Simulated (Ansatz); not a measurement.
System: rock-salt TiC. Method: B3LYP (VWN-RPA form) in Ansatz (plane waves, PAW).

Numerical settings: plane-wave cutoff 460 eV, 12×12×12 k mesh, Fermi–Dirac smearing 0.05 eV, no spin polarisation, scalar-relativistic PAW data made under PBE.

Cell (relaxed at this level):

```
TiC
1.0
    0.00000     2.17149     2.17149
    2.17149     0.00000     2.17149
    2.17149     2.17149     0.00000
Ti C
1 1
Direct
  0.00000   0.00000   0.00000
  0.50000   0.50000   0.50000
```

Task: Give the computed bulk modulus B0 and pressure derivative B′ of the bulk modulus.

Result: 
- bulk modulus B0 = 258 GPa
- pressure derivative B′ of the bulk modulus = 4.0

Measured, for comparison: bulk modulus 240 GPa (temperature not stated, no zero-point or thermal correction, our sources range from 235 to 268; as tabulated in Krasnenko and Brik (2013), arXiv:1306.3139). Computed (rounded) less measured: bulk modulus not scored (sources differ).

Static lattice: no zero-point or thermal effects.

Computing time: about 30 core-minutes (a rough figure).

Ansatz is a quantum-chemistry and plane-wave program.
